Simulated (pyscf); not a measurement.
One four-centre exchange on the singlet surface with elements of a group swapped. ωB97M-D3(BJ)/def2-TZVP, kJ/mol, from the separated reactants. Single points on ωB97X-D3(BJ)/def2-SVP structures (PySCF, gas phase).

```csv
step,barrier,reaction energy,imaginary mode (i cm⁻¹)
`[OH][BiH][OH]` + `[OH2]` → `[OH][Bi]([OH])[OH]` + `[H][H]`,…,…,1281
`[OH][AsH][OH]` + `[OH2]` -> `[OH][As]([OH])[OH]` + `[H][H]`,174.1,-29.2,845
```

Problem. Complete the blanks.

Solution. 
- `[OH][BiH][OH]` + `[OH2]` → `[OH][Bi]([OH])[OH]` + `[H][H]`, barrier: 103.3
- `[OH][BiH][OH]` + `[OH2]` → `[OH][Bi]([OH])[OH]` + `[H][H]`, reaction energy: -31.4

Row 1: On the reactant side the descent ends in a bound adduct (not fully relaxed), 47.9 kJ/mol under the separated species and 143.1 kJ/mol under the saddle at ωB97X-D3(BJ)/def2-TZVP. Each row is the saddle that its search found. Elements up to Kr have no core potential and no relativistic terms here. Elements past Kr carry the def2 core potentials, without spin-orbit coupling.
